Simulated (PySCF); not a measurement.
Species: NH3.
SMILES: `N`

Computed, not measured: PBE0-D3(BJ)/def2-SVP geometry optimisation, gas phase in PySCF 2.14.0.

Take the most abundant isotopes and a rigid rotor. 

(1) What are A, B and C (MHz)?

(2) What kind of rotor is it?

(3) Is it planar, by Δ = Ic − Ia − Ib?

(4) Give the other two planar moments, Paa and Pbb, and the rms extents of the mass along the axes.

(5) Where do the R-branch lines fall?

(6) Estimate the classical rotational partition function at 100 K and 500 K.

Results:

(1) Ia = 1.73, Ib = 1.73, Ic = 2.65 u·Å²; 505379 MHz·u·Å²/I gives A = 291800, B = 291761, C = 190805 MHz.

(2) An oblate symmetric top, as the point group C3v requires two equal moments; the computed ones differ by 0.01 % because the geometry is symmetric only within the optimiser's tolerance; Ray's κ = 0.999.

(3) Not planar: Δ = Ic − Ia − Ib = -0.82 u·Å². For a rigid frame Δ = −2 Σ m c², so Σ m c² = 0.41 u·Å² lies off the ab plane: 0.34 from hydrogen and 0.07 from heavier atoms. The atom farthest from that plane is 0.33 Å away.

(4) Paa = Σ m a² = (Ib + Ic − Ia)/2 = 1.32 and Pbb = Σ m b² = (Ia + Ic − Ib)/2 = 1.32 u·Å². With the mass M = 17.03 u, the rms extents √(P/M) along a, b and c are 0.28, 0.28, 0.15 Å.

(5) The dipole of 1.79 D lies along the symmetry axis, so ΔK = 0 and J+1 ← J falls at 2B(J+1) for every K: 583.56 GHz, 1167.12 GHz, 1750.68 GHz, 2334.24 GHz, 2917.80 GHz for J = 0 to 4. Inversion tunnelling, which a rigid rotor lacks, splits the real lines of ammonia.

(6) Point group C3v, symmetry number σ = 3; q = (√π/σ)·√((kT/h)³/(ABC)), k/h = 20836.6 MHz/K: 13.9 at 100 K, 156 at 500 K.

Whether it is a minimum is left open (no frequencies). Constants of a rigid frame at the computed geometry: no zero-point averaging, no centrifugal distortion.
